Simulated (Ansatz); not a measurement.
fcc Pd was calculated with HSE06-D3(BJ) in Ansatz (PAW).

Run with plane-wave cutoff 460 eV, 14×14×14 k mesh, Fermi–Dirac smearing 0.05 eV, scalar-relativistic PAW data made under PBE.

Computed at the level's own relaxed cell.

Task: Give the computed equilibrium volume per atom, bulk modulus, equilibrium lattice constant a and pressure derivative B′ of the bulk modulus.

Result: 
equilibrium volume per atom: 14.19 Å³/atom
bulk modulus: 211 GPa
equilibrium lattice constant a: 3.843 Å
pressure derivative B′ of the bulk modulus: 5.7

Measured, for comparison: equilibrium volume per atom 14.56 Å³/atom, lattice constant a 3.876 Å (static lattice: zero-point anharmonic expansion removed; as tabulated in Mejia-Rodriguez and Trickey (2018), arXiv:1807.09216); bulk modulus 195 GPa (zero-point energy and finite temperature contributions removed, our sources range from 187 to 198; as tabulated in doi:10.1021/acs.jctc.3c00612). Computed (rounded) less measured: equilibrium volume per atom -2.5 %, bulk modulus +8 % (+7 % to +13 % over the range), lattice constant a -0.9 %.

Computed values are for the static lattice.

Ansatz is a first-principles code.
